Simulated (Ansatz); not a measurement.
AlF₂H, SMILES [F][AlH][F], a short molecular-dynamics run

Computed with Ansatz's Python interface.

Run as a notebook:

In [1]:
```python
import ansatz as az
import numpy as np
```

In [2]:
```python
GEOMETRY = """
F     0.02800   -1.08280    1.45400
Al    0.02700    0.02410   -0.01030
F    -1.34400   -0.02000   -1.22340
H     1.34460    1.01840   -0.24060
"""
```

In [3]:
```python
system = az.Crystal.molecule()
for line in GEOMETRY.strip().splitlines():
    symbol, *xyz = line.split()
    system = system.atom(symbol, [float(v) for v in xyz])

job = (
    system.calculation()
    .basis(gaussian="6-31G*")
    .functional("PBE0")
    .md("nve", timestep=1.0, steps=30, temperature=200, initial_velocities="maxwell_boltzmann", seed=9)
)
frames = []
job.session().plan().execute(on_event=lambda e: frames.append(e["data"]) if e["event"] == "md_step" else None)
print("t (fs)   E_pot (eV)      E_kin (eV)   T (K)   d(0-1) (A)")
for f in frames[::1]:
    xyz = np.array(f["positions_ang"])
    print(f"{f['time_fs']:6.2f} {f['lagrangian_ev']:14.5f} {f['e_kin_ev']:10.5f} {f['temperature_k']:8.1f} {np.linalg.norm(xyz[0] - xyz[1]):9.4f}")
kept = np.array([f["conserved_ev"] for f in frames])
print(f"conserved energy moves by at most {1000 * np.ptp(kept):.3f} meV")
```
```text
t (fs)   E_pot (eV)      E_kin (eV)   T (K)   d(0-1) (A)
  0.00   -12040.78776    0.05170    200.0    1.8356
  1.00   -12040.75875    0.02330     90.1    1.8350
  2.00   -12040.76473    0.02945    113.9    1.8321
  3.00   -12040.80846    0.07291    282.0    1.8268
  4.00   -12040.88548    0.14921    577.2    1.8191
  5.00   -12040.98453    0.24721    956.3    1.8092
  6.00   -12041.08952    0.35110   1358.1    1.7971
  7.00   -12041.18439    0.44535   1722.7    1.7827
  8.00   -12041.26121    0.52254   2021.3    1.7663
  9.00   -12041.32712    0.58963   2280.8    1.7478
 10.00   -12041.40048    0.66373   2567.4    1.7275
 11.00   -12041.49242    0.75481   2919.7    1.7055
 12.00   -12041.59031    0.85063   3290.4    1.6822
 13.00   -12041.66355    0.92209   3566.8    1.6582
 14.00   -12041.68504    0.94298   3647.6    1.6341
 15.00   -12041.64513    0.90352   3495.0    1.6104
 16.00   -12041.55103    0.81044   3134.9    1.5879
 17.00   -12041.41967    0.68030   2631.5    1.5672
 18.00   -12041.27163    0.53347   2063.6    1.5490
 19.00   -12041.12748    0.39041   1510.2    1.5339
 20.00   -12041.00529    0.26900   1040.5    1.5222
 21.00   -12040.91788    0.18189    703.6    1.5145
 22.00   -12040.87037    0.13415    518.9    1.5108
 23.00   -12040.86014    0.12346    477.6    1.5113
 24.00   -12040.88193    0.14519    561.6    1.5158
 25.00   -12040.93670    0.20060    775.9    1.5240
 26.00   -12041.03448    0.29885   1156.0    1.5355
 27.00   -12041.18108    0.44435   1718.8    1.5499
 28.00   -12041.35854    0.61920   2395.2    1.5666
 29.00   -12041.52620    0.78444   3034.3    1.5852
 30.00   -12041.64486    0.90217   3489.8    1.6052
conserved energy moves by at most 7.410 meV
```

These settings explore the input space; basis and method may be short of convergence. The trajectory is only some femtoseconds long, so its temperature is not equilibrated; where the script doesn't relax first, it starts from a rough generated geometry. The temperature counts the internal degrees of freedom alone. With hydrogen a step over 0.5 fs is long. Run time: 20 s on 1 thread of Intel(R) Xeon(R) 6975P-C (Granite Rapids), on a shared host, peak memory 0.18 GiB.

(Lines on the test bed's own set-up are left out of the output.)
